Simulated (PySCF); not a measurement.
PySCF input (HF/def2-SVP):

```python
import numpy as np, basis_set_exchange as bse
from pyscf import gto, scf, dft, df

basis = {'H': gto.basis.parse(bse.get_basis('def2-SVP', elements=['H'], fmt='nwchem')), 'N': gto.basis.parse(bse.get_basis('def2-SVP', elements=['N'], fmt='nwchem'))}
mol = gto.M(
    atom='''
    N     0.00224146   -0.00382052    0.11155442
    H    -0.00202883    0.95117179   -0.22808750
    H     0.80949996   -0.46442426   -0.29287493
    H    -0.82316134   -0.46000387   -0.25991854
    ''',
    basis=basis,
    charge=0,
    verbose=4,
    max_memory=2160,
)
mf = scf.RHF(mol)
mf = mf.density_fit(auxbasis=df.autoaux(mol))
mf.conv_tol = 1e-9
mf.max_cycle = 100
print('smallest overlap eigenvalue', np.linalg.eigvalsh(mol.intor('int1e_ovlp'))[0])
mf.kernel()
dip = mf.dip_moment()
```

Output:

```
PySCF version 2.14.0

[INPUT] verbose = 4
[INPUT] num. atoms = 4
[INPUT] num. electrons = 10
[INPUT] charge = 0
[INPUT] spin (= nelec alpha-beta = 2S) = 0
[INPUT] symmetry False subgroup None
[INPUT] Mole.unit = angstrom
[INPUT] Symbol           X                Y                Z      unit          X                Y                Z       unit  Magmom
[INPUT]  1 N      0.002241460000  -0.003820520000   0.111554420000 AA    0.004235745519  -0.007219736453   0.210807301785 Bohr   0.0
[INPUT]  2 H     -0.002028830000   0.951171790000  -0.228087500000 AA   -0.003833933053   1.797454180512  -0.431022907437 Bohr   0.0
[INPUT]  3 H      0.809499960000  -0.464424260000  -0.292874930000 AA    1.529733222246  -0.877634657004  -0.553453406451 Bohr   0.0
[INPUT]  4 H     -0.823161340000  -0.460003870000  -0.259918540000 AA   -1.555549488930  -0.869281330540  -0.491174855297 Bohr   0.0

nuclear repulsion = 11.935771654522
number of shells = 15
number of NR pGTOs = 45
number of NR cGTOs = 29
basis = {'H': [[0, [13.010701, 0.019682158], [1.9622572, 0.13796524], [0.44453796, 0.47831935]], [0, [0.12194962, 1.0]], [1, [0.8, 1.0]]], 'N': [[0, [1712.8415853, -0.0053934125305], [257.64812677, -0.040221581118], [58.458245853, -0.1793114499], [16.198367905, -0.46376317823], [5.0052600809, -0.44171422662]], [0, [0.58731856571, 1.0]], [0, [0.18764592253, 1.0]], [1, [13.571470233, -0.040072398852], [2.9257372874, -0.21807045028], [0.79927750754, -0.51294466049]], [1, [0.21954348034, 1.0]], [2, [1.0, 1.0]]]}
ecp = {}
ETB for H: l = 0, exps = 0.24389924 * 1.8^n , n = 0..8
ETB for H: l = 1, exps = 0.92194962 * 2^n , n = 0..1
ETB for H: l = 2, exps = 1.6 * 2.2^n , n = 0..0
ETB for N: l = 0, exps = 0.37529184506 * 1.8^n , n = 0..13
ETB for N: l = 1, exps = 0.40718940287000005 * 1.8^n , n = 0..10
ETB for N: l = 2, exps = 0.43908696068 * 1.8^n , n = 0..9
ETB for N: l = 3, exps = 1.21954348034 * 2.2^n , n = 0..1
smallest overlap eigenvalue 0.02937786042328306

******** <class 'pyscf.df.df_jk.DFRHF'> ********
method = DFRHF
initial guess = minao
damping factor = 0
level_shift factor = 0
DIIS = <class 'pyscf.scf.diis.CDIIS'>
diis_start_cycle = 1
diis_space = 8
diis_damp = 0
SCF conv_tol = 1e-09
SCF conv_tol_grad = None
SCF max_cycles = 100
direct_scf = False
Set gradient conv threshold to 3.16228e-05
Initial guess from minao.
******** <class 'pyscf.df.df.DF'> ********
auxbasis = {'H': [[0, [np.float64(26.87760009316363), 1]], [0, [np.float64(14.93200005175757), 1]], [0, [np.float64(8.29555558430976), 1]], [0, [np.float64(4.6086419912832), 1]], [0, [np.float64(2.560356661824), 1]], [0, [np.float64(1.42242036768), 1]], [0, [np.float64(0.7902335376), 1]], [0, [np.float64(0.43901863199999996), 1]], [0, [np.float64(0.24389924), 1]], [1, [np.float64(1.84389924), 1]], [1, [np.float64(0.92194962), 1]], [2, [np.float64(1.6), 1]]], 'N': [[0, [np.float64(781.4688904057291), 1]], [0, [np.float64(434.1493835587384), 1]], [0, [np.float64(241.19410197707683), 1]], [0, [np.float64(133.99672332059825), 1]], [0, [np.float64(74.44262406699903), 1]], [0, [np.float64(41.357013370555016), 1]], [0, [np.float64(22.97611853919723), 1]], [0, [np.float64(12.764510299554015), 1]], [0, [np.float64(7.091394610863342), 1]], [0, [np.float64(3.9396636727018564), 1]], [0, [np.float64(2.1887020403899204), 1]], [0, [np.float64(1.2159455779944002), 1]], [0, [np.float64(0.675525321108), 1]], [0, [np.float64(0.37529184506), 1]], [1, [np.float64(145.38564179759322), 1]], [1, [np.float64(80.76980099866289), 1]], [1, [np.float64(44.87211166592383), 1]], [1, [np.float64(24.928950925513238), 1]], [1, [np.float64(13.849417180840685), 1]], [1, [np.float64(7.694120656022603), 1]], [1, [np.float64(4.274511475568112), 1]], [1, [np.float64(2.3747285975378407), 1]], [1, [np.float64(1.3192936652988003), 1]], [1, [np.float64(0.7329409251660001), 1]], [1, [np.float64(0.40718940287000005), 1]], [2, [np.float64(87.09697793032674), 1]], [2, [np.float64(48.38720996129263), 1]], [2, [np.float64(26.881783311829242), 1]], [2, [np.float64(14.934324062127354), 1]], [2, [np.float64(8.296846701181863), 1]], [2, [np.float64(4.609359278434368), 1]], [2, [np.float64(2.5607551546857605), 1]], [2, [np.float64(1.4226417526032002), 1]], [2, [np.float64(0.790356529224), 1]], [2, [np.float64(0.43908696068), 1]], [3, [np.float64(2.6829956567480004), 1]], [3, [np.float64(1.21954348034), 1]]]}
init E= -55.9810431425371
  HOMO = -0.322319448678932  LUMO = 0.117710336271662  gap/eV = 11.97382
cycle= 1 E= -56.1347131614536  delta_E= -0.154  |g|= 0.235  |ddm|= 1.57
  HOMO = -0.392584646907219  LUMO = 0.174459480528416  gap/eV = 15.43006
cycle= 2 E= -56.1473455562623  delta_E= -0.0126  |g|= 0.0722  |ddm|= 0.212
  HOMO = -0.425372245870886  LUMO = 0.175048391894164  gap/eV = 16.33828
cycle= 3 E= -56.1485128886106  delta_E= -0.00117  |g|= 0.0226  |ddm|= 0.0623
  HOMO = -0.417074344067787  LUMO = 0.177912803562825  gap/eV = 16.19042
cycle= 4 E= -56.1486610378787  delta_E= -0.000148  |g|= 0.00479  |ddm|= 0.02
  HOMO = -0.418304913045653  LUMO = 0.177620454472762  gap/eV = 16.21596
cycle= 5 E= -56.1486732106724  delta_E= -1.22e-05  |g|= 0.00113  |ddm|= 0.00813
  HOMO = -0.418595901391555  LUMO = 0.17755745461495  gap/eV = 16.22216
cycle= 6 E= -56.1486745000168  delta_E= -1.29e-06  |g|= 0.000282  |ddm|= 0.00363
  HOMO = -0.41863912738347  LUMO = 0.177546979310162  gap/eV = 16.22305
cycle= 7 E= -56.1486745832862  delta_E= -8.33e-08  |g|= 2.74e-05  |ddm|= 0.0012
  HOMO = -0.418632579390705  LUMO = 0.177547308274116  gap/eV = 16.22288
cycle= 8 E= -56.1486745838321  delta_E= -5.46e-10  |g|= 4.09e-06  |ddm|= 0.000101
  HOMO = -0.418631657343422  LUMO = 0.177547608279913  gap/eV = 16.22286
Extra cycle  E= -56.1486745838412  delta_E= -9.07e-12  |g|= 1.48e-06  |ddm|= 7.48e-06
converged SCF energy = -56.1486745838412
Dipole moment(X, Y, Z, Debye): -0.03530,  0.06016, -1.75668
```
